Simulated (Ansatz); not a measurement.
# CH₃Si (doublet): wave-function methods side by side, cc-pVTZ

Aim: climb from Hartree-Fock through coupled cluster and multireference methods for CH₃Si (doublet) at one geometry and basis, and see what each rung misses.

Computed with Ansatz 0.2.0, Gaussian basis. Level: cc-pVTZ, core rule «outside noble gas», up to 6 orbitals frozen.

To be run: UHF; CCSD(T) on ROHF; CCSD(T) on UHF; BCCD(T) on ROHF; CCSDT(Q) on ROHF; CCSDT(Q) on UHF; CASSCF and NEVPT2, 11 electrons in 11 orbitals.

5 further runs of the same task are left out: 5 set aside as unsound or not needed.

### Step 1. The geometry

The geometry is a PBE0/def2-TZVP stationary point (not a proven minimum).

5 atoms, charge 0, spin multiplicity 2.

Atoms are counted from 1 here; the program's logs count them from 0.

Bond lengths: Si1–C2 1.705 Å, Si1–H3 1.496 Å, C2–H4 1.087 Å, C2–H5 1.083 Å. Angles: C2–Si1–H3 121.5°, Si1–C2–H4 120.3°, Si1–C2–H5 123.6°, H4–C2–H5 116.1°.

### Step 2. UHF

Input file in.yaml:

```yaml
crystal:
  periodic: [false, false, false]
  atoms:
    - {symbol: Si, position_ang: [0.000000, -0.089015, 0.556798]}
    - {symbol: C, position_ang: [0.000000, 0.088130, -1.138555]}
    - {symbol: H, position_ang: [0.000000, 1.098328, 1.467598]}
    - {symbol: H, position_ang: [0.000000, 1.078590, -1.586971]}
    - {symbol: H, position_ang: [0.000000, -0.746740, -1.828263]}
basis:
  gaussian: {orbitals: cc-pVTZ}
magnetization: {spin_polarized: true, initial_magnetization: 1}
hamiltonian: {xc: hf}
output: {orbitals: {seedname: orbitals}}
```

Started as:

```console
$ ansatz run in.yaml --threads 1 --pin off --events-out ev --progress --plain --max-ram 2816MiB --backend cpu
```

After this run come: CCSD(T) on ROHF; CCSD(T) on UHF; BCCD(T) on ROHF; CCSDT(Q) on ROHF; CCSDT(Q) on UHF; CASSCF and NEVPT2, 11 electrons in 11 orbitals.

Q: Predict the results of all the runs planned. Wanted: RCCSDT(Q) below the RHF energy; RMP2 from RCCSDT(Q); UMP2 from RCCSDT(Q); RCCSD from RCCSDT(Q); RCCSD(T) from RCCSDT(Q); UCCSD(T) from RCCSDT(Q); UCCSDT(Q) from RCCSDT(Q); NEVPT2 valence from RCCSDT(Q); T1 diagnostic.

As calculated:

| quantity | value |
| --- | --- |
| RCCSDT(Q) below the RHF energy | -8.5758 eV |
| RMP2 from RCCSDT(Q) | +1182.5 meV |
| UMP2 from RCCSDT(Q) | +1569.3 meV |
| RCCSD from RCCSDT(Q) | +452.2 meV |
| RCCSD(T) from RCCSDT(Q) | +55.9 meV |
| UCCSD(T) from RCCSDT(Q) | +87.0 meV |
| UCCSDT(Q) from RCCSDT(Q) | -4.2 meV |
| NEVPT2 valence from RCCSDT(Q) | +1318.8 meV |
| levels within 1 kcal/mol (43 meV) | RCCSDT, UCCSDT, UCCSDT(Q) |
| T1 diagnostic | 0.025 |
| effectively unpaired electrons | 1.07 |

RCCSD(T) misses by +55.9 meV, 0.7 % of the correlation energy. CCSD(T) misses by +55.9 meV on the restricted determinant and by +87.0 meV on the unrestricted one; the two need not hold the same state or core. One determinant dominates. These misses are within one basis, not against nature; the frozen cores of restricted and unrestricted runs differ, which can shift their rows.
